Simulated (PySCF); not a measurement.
These are PBE-D3(BJ)/def2-TZVP // BP86-D3(BJ)/def2-SVP (PySCF) values and carry that method's errors. Gas-phase values, no solvent. 

Reference species (SMILES): `N` (neutral, multiplicity 1).

```yaml
HOMO: -6.15 eV
dipole_moment: 1.80 D
```

Changed species: `CN(C)C` (free ligand N(CH3)3; the reference has free ligand NH3).

Q: Predict the effect on the HOMO and dipole moment.

A: the HOMO rises by 1.36 eV, to -4.79 eV; the dipole moment falls by 1.45 D, to 0.35 D.
